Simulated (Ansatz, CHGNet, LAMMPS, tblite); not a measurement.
**Zinc-blende GaAs, elastic constant C12**

Reference value: 53 GPa (measured, temperature not stated, not corrected to a static lattice; as tabulated in Råsander and Moram (2015), arXiv:1505.02379).

Task: What do BOP GaAs.bop.table, GFN2-xTB, CHGNet-r²SCAN, LDA, PBE, RPBE, PBE-D3(BJ), r²SCAN+rVV10, HSE06, PBE0, r²SCAN0, Hartree–Fock give, and how far is each from the reference?

Result: 
| level (code) | value (GPa) | cell (Å³/atom) | difference (%) |
|---|---|---|---|
| BOP GaAs.bop.table (LAMMPS) | 53.5 | 22.71 | +0.9 |
| GFN2-xTB (tblite) | 32.2 | 27.62 | -39 |
| CHGNet-r²SCAN | 51.2 | 22.75 | -3.4 |
| LDA (Ansatz) | 53.0 | 21.99 | 0.0 |
| PBE (Ansatz) | 41.6 | 23.70 | -22 |
| RPBE (Ansatz) | 36.5 | 24.44 | -31 |
| PBE-D3(BJ) (Ansatz) | 48.2 | 22.85 | -9.1 |
| r²SCAN+rVV10 (Ansatz) | 52.7 | 22.50 | -0.6 |
| HSE06 (Ansatz) | 49.7 | 22.94 | -6.2 |
| PBE0 (Ansatz) | 50.8 | 22.87 | -4.2 |
| r²SCAN0 (Ansatz) | 55.2 | 22.41 | +4.2 |
| Hartree–Fock (Ansatz) | 51.1 | 23.83 | -3.6 |

The reference's temperature isn't stated, so close values are not ranked against it. Off by more than 25 %, or 35 % on the side where a correction would as a rule narrow the miss (bounds picked here): GFN2-xTB (-39 %), RPBE (-31 %).

The measured value isn't corrected to a static lattice, so vibrations enter the comparison.  GFN2-xTB: the method was fitted mainly to molecules. GFN2-xTB: the run uses a supercell at the zone centre in place of a k mesh. RPBE: the solid has no gap at this level, which affects its response. PBE-D3(BJ): the dispersion coefficients are held fixed in the derivatives. Each level is taken at its own relaxed cell. Cutoffs and k meshes differ between the levels. Ansatz's density-functional and Hartree–Fock values are scalar-relativistic unless marked +SOC, with PAW data made under PBE.

Empirical potentials (BOP GaAs.bop.table) are fitted to chosen data: where that held the value shown, agreement is built in, and what lay outside the fit can be far off. Machine-learned potentials (CHGNet-r²SCAN) are trained on DFT data: a solid inside that data is no test of them.

Differences are worked out from the printed values.

Ansatz is an electronic-structure program.
